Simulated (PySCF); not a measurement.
Gas-phase reaction: SiHF3 + c-Si3H6 = 3 SiHF + SiH4

Energies from PySCF, thermal terms from the rigid-rotor harmonic-oscillator model, ideal gas at 1 bar. † marks an energy on the PBE0/def2-TZVP geometry and frequencies. MP2 and CCSD(T) freeze the core. All species are closed-shell singlets. B3LYP is the form with VWN-RPA correlation. c-Si3H6, SiHF: computed as isolated molecules; such fragments, hydroxides, amides, oligomers or adducts are transient or little studied in the gas. MP2 isn't extrapolated to the basis-set limit. CCSD(T) isn't extrapolated to the basis-set limit.

```csv
level,"ΔH°(298 K), kJ"
B3LYP/def2-TZVP†,453
BLYP/def2-TZVP†,?
CCSD(T)/def2-SVP†,460
CCSD(T)/def2-TZVPP†,495
HF/def2-TZVP†,449
M06-2X/def2-TZVP†,?
MP2/def2-SVP†,?
MP2/def2-TZVPP†,534
PBE/def2-TZVP†,?
PBE0/def2-QZVP†,543
ωB97M-V/def2-TZVP†,472
```

Fill in the missing entries.


- BLYP/def2-TZVP†, ΔH°(298 K), kJ: 413
- M06-2X/def2-TZVP†, ΔH°(298 K), kJ: 501
- MP2/def2-SVP†, ΔH°(298 K), kJ: 508
- PBE/def2-TZVP†, ΔH°(298 K), kJ: 517
